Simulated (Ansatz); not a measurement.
## Basis or method: atomization of BGe

BGe, quartet; coordinates (Å): Ge 0.000 0.000 0.000; B 0.000 0.000 1.977. Quantity: atomization.

Ansatz 0.2.0, basis aug-cc-pVDZ or cc-pVDZ or cc-pVTZ; geometries are PBE0/def2-TZVP minima. Wave-function levels freeze the cores with the filled d shells of p-block atoms; HF, MP2 and coupled cluster are restricted for singlets and unrestricted otherwise, atoms included (their steps beyond CCSDT(Q) come from restricted open-shell runs), restricted open-shell where a d shell is frozen, Kohn–Sham unrestricted where that lies lower. NEVPT2 stands on CASSCF in the full valence space. The reference is CCSDT(Q) or full CI (coupled cluster only where its series has nearly closed). Semilocal and hybrid functionals correlate all electrons outside any core potential and usually lie nearer their basis limit than the reference, so part of their error here is the reference's basis and frozen-core error; RPA and the MP2 part of double hybrids freeze the same cores as the reference. None of these values is a measured one. Energies are electronic, without zero-point terms. No spin–orbit coupling and no scalar relativity. The species are chosen: bound, without strong static correlation by their natural occupations or amplitudes, in their lowest spin state as far as vertical gaps and like structures tell, and with a ladder that closes on the reference, so errors are smaller than for species at large; levels whose determinant breaks symmetry or spin markedly are left out.

```tsv
level	cc-pVDZ (kcal/mol)	aug-cc-pVDZ (kcal/mol)	cc-pVTZ (kcal/mol)
reference	61.7 (full CI)	62.1 (full CI)	66.2 (CCSDT(Q))
CCSD(T)	60.6	61.0	65.2
CCSDT	61.4	61.7	65.8
NEVPT2	62.3	62.6	65.8
PBE	79.5	79.2	79.9
r2SCAN	79.0	79.0	79.8
PBE0	74.2	74.2	74.9
wB97M-V	67.5	67.1	67.8
```

From cc-pVDZ to cc-pVTZ the reference moves by 4.5 kcal/mol and PBE by 0.4; the step from CCSD(T) to the reference is 1.1 in the first and 1.0 in the last.
